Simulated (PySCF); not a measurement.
Potential energy curve for CH₂F₂, SMILES FCF. The C2–H5 bond (C2 also carries F, F, H; H5 carries nothing else) is pulled apart rigidly from the PBE0/def2-TZVP optimised geometry.

Computed with: UKS-M06-2X/6-31G* = unrestricted M06-2X/6-31G*, spherical d (PySCF 2.14.0); UMP2/3-21G = unrestricted MP2 (frozen core)/3-21G (PySCF); RMP2/3-21G = restricted MP2 (frozen core)/3-21G in PySCF 2.14.0; UCCSD(T) = CCSD(T) on UHF/cc-pVDZ, 3 core orbitals frozen (PySCF).

Energies relative to the lowest point of each curve near equilibrium, in kcal/mol; the last columns give the difference from UCCSD(T):

| R / Å | UKS-M06-2X/6-31G* | UMP2/3-21G | RMP2/3-21G | UCCSD(T) | UKS-M06-2X/6-31G* − UCCSD(T) | UMP2/3-21G − UCCSD(T) | RMP2/3-21G − UCCSD(T) |
|---|---|---|---|---|---|---|---|
| 0.87 | 31.2 | 31.1 | 31.1 | 34.6 | -3.4 | -3.6 | -3.6 |
| 0.92 | 16.8 | 16.6 | 16.6 | 19.2 | -2.4 | -2.6 | -2.6 |
| 0.99 | 5.1 | 5.0 | 5.0 | 6.3 | -1.2 | -1.4 | -1.4 |
| 1.03 | 1.8 | 1.7 | 1.7 | 2.4 | -0.7 | -0.8 | -0.8 |
| 1.05 | 0.8 | 0.7 | 0.7 | 1.2 | -0.4 | -0.5 | -0.5 |
| 1.09 | 0.0 | 0.0 | 0.0 | 0.0 | 0.0 | 0.0 | 0.0 |
| 1.14 | 0.8 | 0.8 | 0.8 | 0.3 | 0.5 | 0.5 | 0.5 |
| 1.15 | 1.1 | 1.2 | 1.2 | 0.6 | 0.5 | 0.6 | 0.6 |
| 1.21 | 4.3 | 4.3 | 4.3 | 3.3 | 1.0 | 1.0 | 1.0 |
| 1.25 | 7.2 | 7.1 | 7.1 | 6.0 | 1.3 | 1.1 | 1.1 |
| 1.36 | 17.3 | 16.6 | 16.6 | 15.4 | 1.9 | 1.2 | 1.2 |
| 1.48 | 30.2 | 28.4 | 28.4 | 27.5 | 2.6 | 0.9 | 0.9 |
| 1.64 | 47.7 | 46.1 | 44.6 | 43.9 | 3.9 | 2.2 | 0.8 |
| 1.79 | 63.5 | 67.3 | 59.2 | 58.3 | 5.2 | 9.0 | 0.9 |
| 1.96 | 80.0 | 80.0 | 74.6 | 72.4 | 7.6 | 7.5 | 2.1 |
| 2.21 | 96.7 | 88.7 | 93.9 | 88.7 | 7.9 | -0.1 | 5.1 |
| 2.43 | 103.0 | 92.0 | 107.3 | 97.8 | 5.2 | -5.8 | 9.5 |
| 2.68 | — | 93.8 | 118.6 | 102.5 | — | -8.6 | 16.1 |
| 2.98 | — | 94.8 | 126.5 | 104.3 | — | -9.5 | 22.1 |
| 3.28 | — | 95.2 | 128.7 | 104.9 | — | -9.7 | 23.7 |
| 3.78 | — | 95.5 | 121.9 | 105.2 | — | -9.7 | 16.6 |

UKS-M06-2X/6-31G* is furthest from UCCSD(T) at 2.21 (7.9 kcal/mol, above); its mean absolute difference over the points is 2.7 kcal/mol.

UMP2/3-21G is furthest from UCCSD(T) at 3.78 (-9.7 kcal/mol, below); its mean absolute difference over the points is 3.6 kcal/mol.

RMP2/3-21G is furthest from UCCSD(T) at 3.28 (23.7 kcal/mol, above); its mean absolute difference over the points is 5.3 kcal/mol.

A dash means that the run gave no value there, or that the column was ended at a point which the program doubted or which failed a test of continuity chosen for this set; such a test can also cut sound points.

The unrestricted solution behind UKS-M06-2X/6-31G* changes between 2.43 and 2.68 Å, which can leave a kink. The unrestricted determinant behind UKS-M06-2X/6-31G* is spin-contaminated at 2.21 to 2.43 Å (<S²> up to 0.8, against 0.00 for a pure singlet). The unrestricted determinant behind UMP2/3-21G, UCCSD(T) is spin-contaminated at 1.64 to 3.78 Å (<S²> up to 1.0, against 0.00 for a pure singlet). The restricted form behind RMP2/3-21G keeps the bonding electrons paired and can't separate into open-shell fragments.
